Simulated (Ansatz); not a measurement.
# A ladder of methods for H3PO (SMILES O=[PH3])

H3PO has 5 atoms, charge 0, and is taken as a singlet. SMILES: `O=[PH3]`. The shape is that of a GFN2-xTB optimisation.

Quantity: the electronic atomisation energy, in eV. The values are calculated. Electronic energies at fixed atoms, without zero-point motion or spin-orbit coupling.

```tsv
level	kind	program	value (eV)	less FCI/STO-3G	CPU time (all runs)
PBE/STO-3G	GGA	Ansatz	14.81	+4.62	1.8 s
revPBE/STO-3G	GGA	Ansatz	14.25	+4.06	1.7 s
r2SCAN/STO-3G	meta-GGA	Ansatz	14.09	+3.90	4.5 s
B3LYP/STO-3G	global hybrid	Ansatz	14.10	+3.91	1.6 s
PBE0/STO-3G	global hybrid	Ansatz	13.64	+3.45	1.6 s
HSE06/STO-3G	range-separated hybrid	Ansatz	13.68	+3.49	2.1 s
wB97M-V/STO-3G	range-separated hybrid	Ansatz	14.53	+4.34	20 s
CCSDTQ/STO-3G	coupled cluster or CI	Ansatz	10.20	+0.01	4.1 s
FCI/STO-3G	exact in the basis	Ansatz	10.19	0.00	0.74 s
```

FCI/STO-3G is exact within its basis and frozen core, so for wave-function methods in that basis the difference is their error; functionals converge differently with the basis, so for them it is only a difference. The values span 10.19 to 14.81 eV. All rows use very small basis sets, so none should be taken for the real molecule's value. In so small a basis fixed costs decide the times, and correlated methods can beat functionals. CPU times are rough (shared hosts, several kinds of processor and program).
